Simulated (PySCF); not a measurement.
Species: BH6P.
Bonds: B1–P2. Hydrogens: H3, H4, H5 on B1; H6, H7, H8 on P2.

Linear response at CAM-B3LYP/def2-SVPD (PySCF, frozen core in the response, non-relativistic). Geometry: PBE0-D3(BJ)/def2-SVP; no solvent, vibrations or thermal averaging.

Static isotropic polarisability: 47.61 au (7.05 Å³), principal values 42.9, 42.9, 57.0 au.

What is the polarisability at 1064 nm and at the sodium D line?

48.08 au at 1064 nm (+1.0 %), 49.18 au at 589.3 nm (+3.3 %). The rise at 589.3 nm is 3.35 times that at 1064 nm; a pure ω² law gives 3.26. The lowest singlet lies at 158 nm, shorter than both wavelengths.

What is the isotropic C6 coefficient between two such molecules, C6 = (3/π)∫α(iω)² dω?

796.5 au (Eh·bohr⁶) by a ten-point quadrature over imaginary frequencies, which is 476 eV·Å⁶ or 45.9 J·nm⁶/mol.

Which effective excitation energy ω̄ makes London's formula C6 = (3/4)α²ω̄ exact here?

ω̄ = 4·C6/(3α²) = 0.469 Eh = 12.8 eV. A one-pole form α(ω) = α/(1 − ω²/ω̄²) fitted to the 1064 nm value gives 11.8 eV.

What molar refraction at the D line follows from R = (4π/3)·N_A·α′, with α′ the polarisability volume?

α′ = 7.29 Å³ gives R = 18.38 cm³/mol, for isolated, non-vibrating species.

What n − 1 at the D line would an ideal gas of it have at 273.15 K and 1 atm (2.6868 × 10¹⁹ cm⁻³), by n − 1 = 2π·N·α′?

12.30 × 10⁻⁴, a formal value whether or not that pressure can be reached.

How many electrons N does the Slater–Kirkwood formula C6 = (3/4)·√N·α^(3/2) need to give this C6?

N = (4·C6/3)²/α³ = 10.5; the species has 26 electrons in all.

How anisotropic is the static polarisability, by Δα² = ½[(α1 − α2)² + (α2 − α3)² + (α3 − α1)²]?

Δα = 14.1 au, or 0.30 of the isotropic value.

What three-body coefficient follows from the one-pole estimate C9 = (3/4)·α·C6?

28400 au. This is an estimate from the two numbers above, not a computed integral.

The run took 6.1 s on one thread of an Intel Xeon Platinum 8488C, shared host with 192 logical CPUs at a one-minute load of 210, and the process peaked at 0.43 GiB of memory. This is the whole response run at CAM-B3LYP/def2-SVPD, SCF included.
